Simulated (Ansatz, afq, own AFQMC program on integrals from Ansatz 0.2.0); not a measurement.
Two steps: Ansatz 0.2.0 writes the Fock matrix and Cholesky factors of the valence space, and afq projects on them the lowest state that overlaps trial and start.

```yaml
crystal:
  periodic: [false, false, false]
  atoms:
    - {symbol: N, position_ang: [0.000000, 0.000000, 0.000000]}
    - {symbol: P, position_ang: [0.000000, 0.000000, 1.479400]}
basis:
  gaussian: {orbitals: 6-31G}
total_charge: 1
magnetization: {spin_polarized: true, initial_magnetization: 1}
correlation: {method: ccsd_t, electrons: outside_noble_gas, hamiltonian_folder: ham}
```

```sh
$ ansatz run in.yaml --threads 1 --pin off --events-out ev --progress --plain --max-ram 1843MiB
```

Options of the walk:

```
--method phaseless --trial cisd --walkers 190 --populations 1 --least-time 40 --time-step 0.005 --steps-per-block 50 --equilibration-blocks 28 --max-blocks 300 --target-error 0.00036 --factor-cut 1e-05 --start spin_pure --seed 7165 --release-times 0.24,0.51,0.99,1.62,2.4 --release-step 0.03 --release-every 4 --taylor-order 6
```

Times are imaginary, in 1/Eh. The walk had a cap of 523 s.

```
orbitals 16  electrons 5 4  factors 92 of 272
reference energy -394.67194827 Eh
CCSD correlation -0.16295444 Eh in 16 cycles, weight of the determinant in the CISD state 0.6876
energy of the start -394.801013 Eh
 block  time / (1/Eh)  mean weight  energy / Eh
     1     0.250  1.0009  -394.815515
     2     0.500  1.0000  -394.821916
     3     0.750  0.9994  -394.826557
     4     1.000  1.0002  -394.832781
     5     1.250  1.0005  -394.835283
     8     2.000  0.9990  -394.834366
    17     4.250  1.0003  -394.840577
    41    10.250  1.0000  -394.841105
    65    16.250  0.9984  -394.840029
    89    22.250  0.9986  -394.838568
   105    26.250  1.0004  -394.831273
   113    28.250  1.0011  -394.848588
   137    34.250  1.0006  -394.839368
   161    40.250  0.9997  -394.834496
   185    46.250  1.0002  -394.841533
   209    52.250  0.9997  -394.850483
   233    58.250  1.0007  -394.847036
   257    64.250  0.9999  -394.837917
   281    70.250  1.0012  -394.848297
   297    74.250  1.0005  -394.854329
   305    76.250  1.0004  -394.849089
   321    80.250  1.0002  -394.840703
blocks merged  error / Eh  count
     1  0.000325  300
     2  0.000402  150
     4  0.000475  75
     8  0.000566  37
    16  0.000627  18
    32  0.000508  9
released: time / (1/Eh)  energy / Eh  error  mean overlap
  0.24  -394.843826  0.000772  1.0001
  0.51  -394.845348  0.000641  0.9960
  0.99  -394.845708  0.000570  0.9999
  1.62  -394.845120  0.000513  0.9994
  2.40  -394.844701  0.000674  1.0072
energy -394.842474 +/- 0.000627 Eh
(rows thinned)
```

Estimate how long the walk took on 1 thread of Arm Neoverse V2, with other jobs on the host.

3 min of wall time.

The run passed its tests (sampling time, drift between the halves within three errors, error under three times the target), which doesn't prove that it has relaxed.

Against this walk (error 17.1 meV) on the same determinant: CCSD(T) 49.5 meV higher, CCSDT(Q) 81.1 meV lower, CCSDTQ 86.4 meV lower, full CI 97.6 meV lower. The error is statistical and leaves out the bias of the constraint. The determinant has ⟨S²⟩ = 1.58, so the low cluster orders mix in higher spin, while the walk starts as a pure doublet. Released to 2.40 1/Eh the energy lies 61 ± 25 meV (both errors) below the phaseless value, which shows part or all of the bias of the constraint, and full CI lies 37.0 meV below the released value. Full CI is exact here, so the walk's 98 meV above it is the walk's own error: the bias of the constraint with this trial. The determinant is a poor start (see the cautions), so the low cluster orders aren't to be relied on, and full CI is the sure value.

Cautions: constraint bias not in the error; error above the target (17.1 against 9.8 meV); strong correlation (T1 0.110, weight of the determinant 0.69, largest double 0.15); unrestricted determinant spin contaminated (⟨S²⟩ 1.58 against 0.75); CCSD(T) is in doubt: in a space of 9 electrons in 8 natural orbitals full CI lies 96 meV below it.

CCSDT and higher add their correlation energy to the determinant of the CCSD(T) run, since their own runs factorise the integrals more tightly (a shift of under 2 meV). A walk keeps the symmetry of its determinant, which the program's search chose and which needn't be the lowest solution, so a lower state of the same spin and another symmetry isn't excluded.
